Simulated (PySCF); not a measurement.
The dipole of `C=C/C=C/C=O` from its density and from atomic charges.

Coordinates (PBE0-D3(BJ)/def2-SVP, Å) and charges (e) from the PBE0/pcSseg-1 density (PySCF):

```csv
atom,x,y,z,Mulliken,IAO,Hirshfeld,ESP-fitted
C1,-2.252,-0.374,0.886,-0.1376,-0.2759,-0.0709,-0.4337
C2,-1.357,0.125,0.020,-0.1767,-0.1357,-0.0399,-0.0210
C3,0.069,-0.091,0.137,-0.1005,-0.0971,-0.0166,-0.1591
C4,0.996,0.388,-0.718,-0.1892,-0.1982,-0.0552,-0.2787
C5,2.421,0.111,-0.527,+0.2711,+0.2481,+0.1097,+0.4788
O6,3.297,0.495,-1.263,-0.3627,-0.3955,-0.2365,-0.4579
H7,-1.937,-0.981,1.740,+0.1293,+0.1506,+0.0535,+0.2025
H8,-3.323,-0.194,0.770,+0.1360,+0.1607,+0.0574,+0.1938
H9,-1.699,0.729,-0.828,+0.1183,+0.1522,+0.0549,+0.1400
H10,0.409,-0.696,0.988,+0.1205,+0.1455,+0.0525,+0.1699
H11,0.722,0.997,-1.586,+0.1225,+0.1588,+0.0550,+0.1783
H12,2.654,-0.508,0.380,+0.0690,+0.0865,+0.0361,-0.0128
```

Q: Form Σ q r in debye for every column and set it beside the full dipole.

A: The full density gives (-3.57, -0.83, 1.83) D, 4.09 D in size; dipole vectors point from the negative to the positive end.

| scheme | μx | μy | μz | size (D) | share of the full size (%) | angle to the full dipole (°) |
| --- | --- | --- | --- | --- | --- | --- |
| Mulliken | -3.69 | -1.19 | 2.38 | 4.54 | 111 | 7 |
| IAO | -3.76 | -0.99 | 2.09 | 4.41 | 108 | 2 |
| Hirshfeld | -2.82 | -0.61 | 1.37 | 3.19 | 78 | 1 |
| ESP-fitted | -3.57 | -0.85 | 1.85 | 4.11 | 100 | 0 |

Q: Which set comes closest?

A: Length of the difference vector: ESP-fitted 0.03 D, IAO 0.36 D, Mulliken 0.67 D, Hirshfeld 0.91 D. Closest: ESP-fitted. ESP charges are fitted to the potential around the molecule, whose slowest-falling term is the dipole's. 

Q: What is left for the Hirshfeld atoms' own dipoles?

A: The shares of the density sum to the whole, so what Σ q r misses lies in dipoles about the nuclei. The atomic dipoles sum to (-3.57, -0.83, 1.83) − (-2.82, -0.61, 1.37) = (-0.75, -0.22, 0.46) D, 0.91 D in size.

Q: With the origin at the mean of the coordinates, (0.000, 0.000, 0.000) Å, which are the largest single terms, by size, of the IAO dipole along the direction of the full one?

A: O6 +6.72, C1 -3.23, C5 -2.82, H8 +2.53, H7 +1.93 D; all 12 atoms together +4.41 D. The single terms depend on the origin, their sum doesn't.

Q: Give the size of the full dipole in other units.

A: 4.09 D = 1.611 au = 0.853 e·Å = 13.66 × 10⁻³⁰ C·m.

One conformer (not necessarily the lowest) at the PBE0-D3(BJ)/def2-SVP geometry, without solvent, vibrations or thermal averaging.

These values come from a run that also computed NMR shieldings. On Arm Neoverse V1, one thread, on a shared host, this took 10 s wall.

The values belong to the conformer `[CH2:1]=[CH:2]/[CH:3]=[CH:4]/[CH:5]=[O:6]`: C1–C2–C3–C4 180°, C3–C4–C5–O6 179°.
